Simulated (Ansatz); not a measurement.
# SiH2 (SMILES [SiH2]): the vertical electron affinity, rung by rung

The species is SiH2 (3 atoms), meant as a singlet with charge 0. SMILES: `[SiH2]`. Geometry: relaxed at PBE0-D4/def2-TZVP.

```xyz
3

Si   -0.4912    0.4686   -0.2136
H     0.8403    0.5786    0.5225
H    -0.3491   -1.0472   -0.3089
```

Quantity: the vertical electron affinity (to the doublet anion), in eV. The values are calculated.

The electron affinity is E(neutral) − E(anion): positive where the electron is bound.

```csv
level,kind,program,value (eV),less FCI/cc-pVDZ,CPU time (all runs)
HF/cc-pVDZ,Hartree–Fock,Ansatz,0.28,-0.17,0.42 s
SVWN5/cc-pVDZ,LDA,Ansatz,0.87,+0.42,1.4 s
r2SCAN/cc-pVDZ,meta-GGA,Ansatz,1.03,+0.58,5.1 s
PBE0/cc-pVDZ,global hybrid,Ansatz,0.90,+0.45,2.9 s
HSE06/cc-pVDZ,range-separated hybrid,Ansatz,0.89,+0.44,3.5 s
B2PLYP/cc-pVDZ,double hybrid,Ansatz,0.60,+0.15,3 s
CCSDT/cc-pVDZ,coupled cluster or CI,Ansatz,0.45,0.00,2.8 s
FCI/3-21G,exact in the basis,Ansatz,0.26,-0.19,1.3 s
FCI/cc-pVDZ,exact in the basis,Ansatz,0.45,0.00,62 s
```

FCI/cc-pVDZ is exact within its basis and frozen core, so for wave-function methods in that basis the difference is their error; functionals converge differently with the basis, so for them it is only a difference. The values span 0.26 to 1.03 eV. High-level rows in very small sets aren't better than simpler rows in larger ones. Times are those of the runs behind each value, whatever else they computed, on shared processors of several kinds: orders of magnitude only.
